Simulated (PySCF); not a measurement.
**Choosing a basis for TDDFT**

C5H7F.
SMILES: `C=C(C)C(=C)F`

TDDFT with PBE0 (PySCF), vertical singlets, core orbitals frozen in the response, spherical d and f functions. Isolated species at its PBE0-D3(BJ)/def2-SVP geometry (one conformer only).

```csv
basis,functions,diffuse,S1 (eV),S2 (eV),S3 (eV),S4 (eV),S5 (eV),LUMO (eV),α (au)
6-31G*,98,no,5.98,6.83,7.60,8.05,8.28,-0.55,53.9
def2-SVP,119,no,5.90,6.74,7.52,7.67,7.90,-0.84,56.7
6-31+G*,122,yes,5.58,6.25,6.59,6.75,6.96,-1.04,62.9
def2-SVPD,179,yes,5.71,6.55,6.62,7.35,7.46,-1.05,65.9
aug-cc-pVDZ,201,yes,5.52,5.88,6.41,6.53,6.59,-1.09,67.8
def2-TZVP,228,no,5.69,6.62,7.08,7.42,7.81,-1.00,64.2
def2-TZVPD,288,yes,5.60,6.16,6.57,6.85,6.99,-1.06,67.5
```

**Question.** How much do these states and the polarisability depend on the basis?

**Answer.** States are compared by their number. Against the largest diffuse basis here (def2-TZVPD, itself not a converged limit), sets without diffuse functions differ by up to 0.38 eV in S1 and 1.29 eV in S5; the smaller diffuse sets differ by up to 0.11 and 0.47 eV. State by state, the largest deviation of a set without diffuse functions is S1 0.38, S2 0.67, S3 1.03, S4 1.20, S5 1.29 eV. The same number needn't mean the same state in each row. Against def2-TZVPD the polarisability deviates by -20% in 6-31G*, -16% in def2-SVP, -7% in 6-31+G*, -2% in def2-SVPD, 0% in aug-cc-pVDZ, -5% in def2-TZVP. A single + in a Pople set puts diffuse functions on heavy atoms only.
